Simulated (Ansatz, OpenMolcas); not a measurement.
# Si2H6O (disiloxane): methods side by side

Si2H6O: 9 atoms, total charge 0, spin state singlet. SMILES: `[SiH3]O[SiH3]`. Geometry: relaxed at PBE0-D4/def2-TZVP.

Quantity: the vertical energy of the triplet above the singlet, in eV. The values are calculated.

| level | kind | program | value (eV) | less CCSD(T)/cc-pVDZ | CPU time (all runs) |
| --- | --- | --- | --- | --- | --- |
| SVWN5/cc-pVDZ | LDA | Ansatz | 6.14 | -1.50 | 19 s |
| PBE/cc-pVDZ | GGA | Ansatz | 6.27 | -1.37 | 39 s |
| B3LYP/cc-pVDZ | global hybrid | Ansatz | 6.92 | -0.72 | 37 s |
| BHLYP/cc-pVDZ | global hybrid | OpenMolcas | 7.55 | -0.09 | 1.8 min |
| PBE-QIDH/cc-pVDZ | double hybrid | Ansatz | 7.72 | +0.08 | 42 s |
| MP2/cc-pVDZ | perturbation theory | Ansatz | 8.37 | +0.73 | 15 s |
| CCSD(T)/cc-pVDZ, open shells restricted | coupled cluster or CI | OpenMolcas | 7.64 | 0.00 | 71 s |
| CCSD(T)/cc-pVDZ | coupled cluster or CI | Ansatz | 7.64 | 0.00 | 57 s |

Differences are taken from CCSD(T)/cc-pVDZ, open shells restricted for orientation; it has basis-set and higher-order errors of its own. The values span 6.14 to 8.37 eV. A triplet this far above the singlet is often a Rydberg-like or dissociative state; sets without diffuse functions put Rydberg states too high. CPU times are rough (shared hosts, several kinds of processor): they show what a rung costs within a factor of a few.
